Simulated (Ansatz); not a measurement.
CH₂: shapes and states compared

Computed with Ansatz's Gaussian-basis code (development build). Basis cc-pVTZ, nonrelativistic, 1 orbital frozen in the corrections; active space CAS(6,6). Restricted Hartree–Fock, then the lowest state-specific CASSCF solution met for each case. Single-reference values can break down or jump between states where bonds are stretched. Unlike active orbitals can shift such differences by tenths of an eV, at times by over 1 eV.

Case A, triplet:

```xyz
3

C     0.0000    0.0000    0.0000
H     0.0000    0.9892    0.4209
H     0.0000   -0.9892    0.4209
```

Case B, singlet:

```json
{"atom": "C", "x (Å)": "0.0000", "y (Å)": "0.0000", "z (Å)": "0.0000"}
{"atom": "H", "x (Å)": "0.0000", "y (Å)": "0.8627", "z (Å)": "0.6937"}
{"atom": "H", "x (Å)": "0.0000", "y (Å)": "-0.8627", "z (Å)": "0.6937"}
```

Energy less that of case A, in eV:

```json
{"case": "B", "RHF/ROHF": "+1.083", "CASSCF": "+0.456"}
```

Problem. What does SC-NEVPT2 give for these differences?

Solution. B: +0.513 eV (11.8 kcal/mol).

Problem. Which case is lowest, and do the methods agree?

Solution. A is lowest in SC-NEVPT2. Of the methods shown, RHF/ROHF, CASSCF agree.
